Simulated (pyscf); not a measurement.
`[NH2][GaH][OH]` + `[H][H]` -> `[OH][GaH2]` + `[NH3]`, a four-centre exchange (singlet surface; Ga–N, H–H broken, Ga–H, H–N formed). Optimised with ωB97X-D3(BJ)/def2-SVP in PySCF. Energies in kJ/mol from the separated reactants.

Small-basis levels: PySCF, no dispersion term, spherical d functions. AM1 to PM7: differences of heats of formation from MOPAC, which are fitted to 298 K values and so differ in kind from electronic energies by zero-point and thermal terms. Cost: rough CPU time at the saddle relative to B3LYP/6-31G*+LANL2DZ, from one job on a shared machine.

```tsv
level	barrier	reaction energy	cost
HF/STO-3G	226.4	+66.0	0.1
HF/3-21G	138.9	+104.3	0.1
SVWN5/6-31G*+LANL2DZ	53.4	+44.9	1
BP86/6-31G*+LANL2DZ	96.4	+42.3	2
B3LYP/3-21G	101.2	+125.9	1
M06-2X/6-31G*+LANL2DZ	113.2	+54.2	2
PM6	220.0	+77.9	under 0.02
ωB97M-D3(BJ)/def2-TZVP	101.0	+19.0	–
```

Against the last row the barrier runs from -47.6 (SVWN5/6-31G*+LANL2DZ) to +125.4 kJ/mol (HF/STO-3G). At B3LYP/3-21G this geometry lies under one side, so the entry may be no barrier of that level: it is a single point on another level's saddle. ωB97M-D3(BJ)/def2-TZVP has limits of its own. On the product side the descent ends in an adduct with a Ga–N contact (not fully relaxed), 97.2 kJ/mol under the separated species and 171.1 kJ/mol under the saddle at ωB97X-D3(BJ)/def2-TZVP. What is counted as broken (Ga–N) persists as a longer contact in the product adduct; parting that adduct is a step of its own. At the saddle there is also a short Ga–H contact that neither side keeps. One saddle was located; it need not be the lowest between these sides. In the def2 sets elements up to Kr have no core potential.
